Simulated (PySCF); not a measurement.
**What binds AlH: the parts of the energy along the bond**

State: ¹Σ⁺, singlet, closed shell. RHF-based CCSD(T) in PySCF 2.14 with Al aug-cc-pV(T+d)Z, H aug-cc-pVTZ and Al aug-cc-pV(Q+d)Z, H aug-cc-pVQZ (frozen core orbitals: 5; no relativity). Correlation energies are extrapolated as n⁻³ (n = 3, 4), Hartree–Fock as (n+1)·exp(−9√n). CV is the change on freezing 1 orbitals instead, in Al cc-pwCVTZ, H cc-pVTZ. SR is the spin-free X2C energy in Al cc-pVTZ-DK, H cc-pVTZ-DK less the non-relativistic one in Al cc-pVTZ, H cc-pVTZ. All energies in eV from Al + H.

```tsv
R (Å)	HF/CBS	CCSD corr.	(T)	CV	SR	total
1.4723	-2.075	-0.911	-0.0063	-0.0022	0.0033	-2.991
1.5392	-2.210	-0.910	-0.0071	0.0024	0.0035	-3.121
1.6061	-2.271	-0.911	-0.0081	0.0058	0.0036	-3.181
1.6730	-2.276	-0.913	-0.0091	0.0081	0.0035	-3.186
1.7399	-2.237	-0.916	-0.0103	0.0096	0.0033	-3.151
1.8236	-2.144	-0.922	-0.0120	0.0106	0.0030	-3.064
1.9072	-2.014	-0.930	-0.0138	0.0109	0.0026	-2.944
```

A fit to the total gives Re = 1.6468 Å, De = 3.190 eV, ωe = 1685.8 cm⁻¹, Be = 6.398 cm⁻¹ (masses 26.9815 and 1.0078 u).

Task: At R = 1.6730 Å the CCSD correlation energy is -0.083273 hartree in the smaller basis and -0.085004 in the larger. Extrapolate it.

Result: (4³·E4 − 3³·E3)/(4³ − 3³) = -0.08627 hartree; the larger basis holds 98.5 % of it.

The T1 diagnostic is 0.014. The open-shell atoms are computed with UHF. Spin–orbit coupling, excitations beyond (T) and corrections to the Born–Oppenheimer picture are left out.
